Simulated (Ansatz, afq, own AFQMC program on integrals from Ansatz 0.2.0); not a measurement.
**AlO⁺, triplet: AFQMC among the cluster methods**

```xyz
2

Al    0.0000    0.0000    0.0000
O     0.0000    0.0000    1.6200
```

Basis cc-pVDZ. Noble-gas cores (and the filled d shells of Ga–Kr and In–Xe) are frozen. Ansatz 0.2.0 and our own AFQMC program on the same integrals; the CISD trial comes from CCSD amplitudes, and released means the phaseless constraint is let go. Free AFQMC starts from the CCSD state and is never constrained. Its projection time is finite, and what remains of the start isn't in its error. Error bars are statistical, one sigma.

Determinant: UHF, the one that the program's search chose, which needn't be the lowest solution. The geometry is a PBE0/def2-TZVP stationary point of this or a neighbouring charge and spin state.

No full CI on the walks' own integrals is used here; CCSDT(Q) serves as the reference and is uncertain by about the last step of the cluster series.

Cautions: another spin lies lower.

- T1 diagnostic: 0.0261
- weight of the determinant in the CISD state: 0.932
- ⟨S²⟩ of the determinant: 2.010
- size of the correlated space: 8 electrons in 26 orbitals

Reference: CCSDT(Q), correlation energy -4.918 eV. The released energy is read at 1.50 1/Eh (meV from the phaseless value at times in 1/Eh: 3 ± 11 at 0.24, 4 ± 12 at 0.50, 10 ± 8 at 1.00, -8 ± 11 at 1.50).

| level | E − E(reference) (kJ/mol) | share of correlation (%) |
| --- | --- | --- |
| HF | 474.5 | 0.00 |
| MP2 | 51.5 | 89.14 |
| CCSD | 14.3 | 97.00 |
| CCSD(T) | 3.1 | 99.35 |
| CCSDT | 1.2 | 99.74 |
| ph-AFQMC/HF | 4.9 ± 4.4 | 98.96 |
| ph-AFQMC/CISD | 1.2 ± 1.3 | 99.74 |
| released AFQMC | 0.5 ± 1.1 | 99.90 |
| free AFQMC | 0.2 ± 1.6 | 99.96 |

Free projections are given only where their last times agree within the noise and don't stop above the reference; a slow remainder of the start can still hide under it. A walk keeps the symmetry of its determinant, which the program's search chose and which needn't be the lowest solution, so a lower state of the same spin and another symmetry isn't excluded. Released energies are given only where the last usable release times agree within the noise; a slower fall can still hide under it.
